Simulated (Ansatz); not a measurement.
Task: Name a neutral molecule of C, N, O and H with size of the dipole moment (PBE/def2-TZVPP) between 1.05 and 1.35 D and HOMO energy (B3LYP/def2-TZVPP) between -7.30 and -7.00 eV (Ansatz, PBE0-D4/def2-TZVP geometry).

Result: `C=N/C(O)=N\C` (1.13 D, -7.24 eV); `C/N=C(\C)O` (1.24 D, -7.09 eV); `C/N=C(/O)C=O` (1.20 D, -7.13 eV); `CC1(N)OCO1` (1.12 D, -7.13 eV). Other molecules can fit too; these were computed, each in one conformer that needn't be the lowest.

B3LYP here is the variant with VWN-RPA as its local correlation; programs differ in this.
